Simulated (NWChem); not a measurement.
Molecule: chloroform (CHCl3); SMILES ClC(Cl)Cl

Computed with NWChem. The geometry was optimised at PBE-D3(BJ)/def2-SVP. Level: B3LYP/def2-SVP with SMD (1 M gas to 1 M solution), gas-phase geometry.

For solvent 1,4-dioxane:

- solvation free energy (kcal/mol): -3.3
- dipole in solution (D): 1.34

Question: Estimate the same quantities for solvent methanol.

Answer: 
- solvation free energy (kcal/mol): -4.8
- dipole in solution (D): 1.53
